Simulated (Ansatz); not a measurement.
This Ansatz (a first-principles code) input (CCSD(T)/cc-pCVQZ) gives -398.30649 Eh with 139 basis functions. A basis named .json is the Basis Set Exchange file of that set (core-valence sets with the plain set on hydrogen).

Ansatz 0.2 input:
```yaml
crystal:
  periodic: [false, false, false]
  atoms:
    - {symbol: S, position_ang: [-0.00000000, -0.00000000, -0.07925565]}
    - {symbol: H, position_ang: [0.00000000, 0.00000000, 1.26809037]}
basis:
  gaussian:
    orbitals: cc-pCVQZ.json
magnetization: {spin_polarized: true, initial_magnetization: 1}
correlation: {method: ccsd_t, electrons: outside_noble_gas}
```

Change:
```diff
- orbitals: cc-pCVQZ.json
+ orbitals: cc-pwCVTZ.json
```

**Question.** What does the run give now?

**Answer.** -398.29148 Eh (CCSD(T)/cc-pwCVTZ, 73 functions), a change of +15.01 mEh.
